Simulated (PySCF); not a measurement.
2(5H)-furanone, C4H4O2.
InChI=1S/C4H4O2/c5-4-2-1-3-6-4/h1-2H,3H2

Linear response at PBE0/aug-cc-pVTZ (PySCF, frozen core in the response, non-relativistic). Geometry: PBE0-D3(BJ)/def2-TZVP; no solvent, vibrations or thermal averaging.

Static isotropic polarisability: 52.07 au (7.72 Å³), principal values 35.9, 50.0, 70.3 au.

(1) What is the polarisability at 1064 nm and at the sodium D line?

(2) What is the isotropic C6 coefficient between two such molecules, C6 = (3/π)∫α(iω)² dω?

(3) Which effective excitation energy ω̄ makes London's formula C6 = (3/4)α²ω̄ exact here?

(4) What molar refraction at the D line follows from R = (4π/3)·N_A·α′, with α′ the polarisability volume?

(5) The lowest 10 singlets have (eV, f): 4.87, 0.000; 6.23, 0.185; 6.88, 0.107; 7.02, 0.017; 7.10, 0.001; 7.53, 0.021; 7.60, 0.000; 7.69, 0.005; 7.70, 0.019; 7.72, 0.000. What share of the static polarisability do they carry in the sum over states α = Σ f/ω²?

(6) How many electrons N does the Slater–Kirkwood formula C6 = (3/4)·√N·α^(3/2) need to give this C6?

(7) What n − 1 at the D line would an ideal gas of it have at 273.15 K and 1 atm (2.6868 × 10¹⁹ cm⁻³), by n − 1 = 2π·N·α′?

(8) How anisotropic is the static polarisability, by Δα² = ½[(α1 − α2)² + (α2 − α3)² + (α3 − α1)²]?

(9) What three-body coefficient follows from the one-pole estimate C9 = (3/4)·α·C6?

## Answers

(1) 52.56 au at 1064 nm (+0.9 %), 53.73 au at 589.3 nm (+3.2 %). The rise at 589.3 nm is 3.41 times that at 1064 nm; a pure ω² law gives 3.26. The lowest singlet lies at 254 nm, shorter than both wavelengths.

(2) 1164 au (Eh·bohr⁶) by a ten-point quadrature over imaginary frequencies, which is 695 eV·Å⁶ or 67.1 J·nm⁶/mol.

(3) ω̄ = 4·C6/(3α²) = 0.572 Eh = 15.6 eV. A one-pole form α(ω) = α/(1 − ω²/ω̄²) fitted to the 1064 nm value gives 12.1 eV.

(4) α′ = 7.96 Å³ gives R = 20.08 cm³/mol, for isolated, non-vibrating species.

(5) 6.03 au, 11.6 % of α; the largest term, 3.53 au, is that of the state at 6.23 eV. Their oscillator strengths add up to 0.35. Higher states carry the rest.

(6) N = (4·C6/3)²/α³ = 17.0; the species has 44 electrons in all.

(7) 13.44 × 10⁻⁴, a formal value whether or not that pressure can be reached.

(8) Δα = 29.9 au, or 0.57 of the isotropic value.

(9) 45400 au. This is an estimate from the two numbers above, not a computed integral.

On Arm Neoverse V2, one thread, no GPU, shared host with 96 logical CPUs at a one-minute load of 10, this took 49 s wall and 1.2 GiB of memory at its peak. This is the whole response run at PBE0/aug-cc-pVTZ, SCF included.
